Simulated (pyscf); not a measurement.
Single points on ωB97X-D3(BJ)/def2-SVP structures (PySCF, gas phase).

### Question
Estimate by transition-state theory the rate constant of C₆H₆ (SMILES c1ccccc1) + H• (SMILES [H]) -> H₂ (SMILES [H][H]) + C₆H₅ (SMILES [c]1ccccc1) [doublet] (doublet surface; C–H broken, H–H formed) at 900 K, with ωB97M-D3(BJ)/def2-TZVP energies (ideal gas, 1 atm, RRHO with modes under 100 cm⁻¹ raised to 100, one conformer, R ln 2 for rigid chiral ones; no tunnelling).

### Answer
The electronic barrier is 16.8 kcal/mol and the thermal terms add +13.7, so ΔG‡ = 30.6 kcal/mol. With k_BT/h = 1.88e+13 s⁻¹ and RT = 1.788 kcal/mol, and a volume of 1.23e-19 cm³ per molecule at 1 atm, k = 8.7e-14 cm³ molecule⁻¹ s⁻¹. Wigner's tunnelling factor for 797i cm⁻¹ would be 1.07. A shift of 1 kcal/mol in the barrier changes k by a factor 1.7. This is the saddle that the search found; another between the same sides may lie lower. The angle at the transferred H is 180°.
